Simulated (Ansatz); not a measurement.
Geometry optimisation, RKS PBE-D4/6-31G* (Ansatz).

The input (input.yaml):

```yaml
crystal:
  periodic: [false, false, false]
  atoms:
    - { symbol: C, position_ang: [-0.7413, 0.586, -0.5874] }
    - { symbol: Si, position_ang: [0.4906, -0.5639, -0.0183] }
    - { symbol: O, position_ang: [1.2566, -0.0394, 1.3295] }
    - { symbol: H, position_ang: [-1.2326, 0.2631, -1.4898] }
    - { symbol: H, position_ang: [-0.3425, 1.5888, -0.8774] }
    - { symbol: H, position_ang: [-1.5432, 0.8253, 0.173] }
    - { symbol: H, position_ang: [1.5183, -0.7995, -1.081] }
    - { symbol: H, position_ang: [-0.1127, -1.8316, 0.3184] }
    - { symbol: H, position_ang: [0.7953, -0.0751, 2.216] }
basis:
  gaussian: { orbitals: "6-31G*" }
hamiltonian:
  xc: pbe
  dispersion: d4
relax:
  f_tol: 0.02
  max_steps: 50
```

Run as:

```bash
$ ansatz run input.yaml --threads 1 --pin off --max-ram 2048MiB --backend cpu --events-out ev --progress --plain --runs-dir out
```

Problem. Where does it end, and by what steps?

Solution. It converged. After 6 steps the energy has fallen by 0.294 eV; H8 moved furthest, 0.11 Å.

| step | energy less start (eV) | largest force component (eV/Å) | accepted |
| --- | --- | --- | --- |
| 0 | 0.0000 | 2.639 | yes |
| 1 | -0.2297 | 1.218 | yes |
| 2 | -0.2870 | 0.271 | yes |
| 3 | -0.2908 | 0.119 | yes |
| 4 | -0.2928 | 0.077 | yes |
| 5 | -0.2937 | 0.033 | yes |
| 6 | -0.2938 | 0.006 | yes |

```xyz
9
Properties=species:S:1:pos:R:3
C -0.788 0.639 -0.598
Si 0.504 -0.593 0.011
O 1.359 -0.067 1.365
H -1.262 0.254 -1.519
H -0.330 1.614 -0.834
H -1.589 0.806 0.142
H 1.558 -0.793 -1.033
H -0.183 -1.911 0.275
H 0.819 0.004 2.175
```

Whether the end is a true minimum wasn't checked by a vibrational analysis.

The run took 14 s on 1 thread of Arm Neoverse V1 (shared host), peak memory 0.13 GiB.
